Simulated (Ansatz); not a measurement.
Reaction: C2H4O2 (SMILES O=COC) + H+ → C2H5O2+ (SMILES COC=[OH+])
Each species at its own B3LYP-D3(BJ)/def2-TZVP minimum (Ansatz, an electronic-structure program), one conformer.

Total energies in hartree (Ansatz). UHF or UKS for unpaired electrons; spin-orbit terms are left out. Cores are frozen in correlated methods. No relativity.

```csv
species,HF/cc-pVTZ,CCSD(T)/cc-pVTZ,HF/cc-pVQZ,CCSD(T)/cc-pVQZ,CCSD(T)/cc-pVDZ,CCSDT(Q)/cc-pVDZ
"1: C2H4O2 (methyl formate, SMILES COC=O)",-227.87667,-228.72616,-227.89377,-228.79724,-228.49069,-228.49325
2: C2H5O2+ (SMILES COC=[OH+]),-228.19857,-229.03930,-228.21506,-229.10782,-228.80740,-228.80983
```

Q: Work out the proton affinity (electronic), positive where energy is released in kcal/mol: take Hartree-Fock from cc-pVQZ, extrapolate the CCSD(T) correlation energy as X^-3 (X = 3, 4), and add CCSDT(Q) - CCSD(T) in cc-pVDZ. 1 hartree = 627.51 kcal/mol.

A: 
Species 1: correlation (64·(-0.90347) - 27·(-0.84949))/37 = -0.94286; step -0.00256; E1 = -227.89377 + (-0.94286) + (-0.00256) = -228.83919
H+ has no electrons: E = 0
Species 2: correlation (64·(-0.89276) - 27·(-0.84073))/37 = -0.93073; step -0.00243; E2 = -228.21506 + (-0.93073) + (-0.00243) = -229.14822
+1·E1 -1·E2 = 0.30903 hartree = 193.9 kcal/mol.
